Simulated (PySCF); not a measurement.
## Level sweep

Compound: 3-methyl-1-butanol, C5H12O.
Numbering: `[CH3:1][CH:2]([CH3:3])[CH2:4][CH2:5][OH:6]` (hydrogens: H7, H8, H9 on C1; H10 on C2; H11, H12, H13 on C3; H14, H15 on C4; H16, H17 on C5; H18 on O6)

PySCF, dipoles from the SCF density, polarisabilities from static response with core orbitals frozen. One conformer (not necessarily the lowest) at the PBE0-D3(BJ)/def2-SVP geometry, without solvent, vibrations or thermal averaging.

**Question.** How do dipole and polarisability depend on functional and basis here?

**Answer.** 

```
              level  μ (D)  α (au)  anisotropy (au)
      LDA/def2-SVPD  1.803   72.84            14.72
      PBE/def2-SVPD  1.734   71.66            14.59
    B3LYP/def2-SVPD  1.808   69.30            13.33
     PBE0/def2-SVPD  1.800   68.67            13.31
BHandHLYP/def2-SVPD  1.874   66.63            12.26
  wB97X-D/def2-SVPD  1.833   68.15            12.63
       HF/def2-SVPD  1.924   64.02            10.93
       PBE0/6-31+G*  1.931   64.18            11.42
   PBE0/aug-cc-pVDZ  1.743   70.28            13.85
```

The anisotropy is √(½[(α1 − α2)² + (α2 − α3)² + (α3 − α1)²]). The dipole runs from 1.73 D (PBE/def2-SVPD) to 1.93 D (PBE0/6-31+G*). No reference polarisability is at hand; against PBE0 in the largest diffuse basis at hand (aug-cc-pVDZ) the other PBE0 rows deviate by 6-31+G* -9%, def2-SVPD -2%. In one basis (def2-SVPD) the functionals order the polarisability from HF (lowest) to LDA (highest), a spread of 14%.
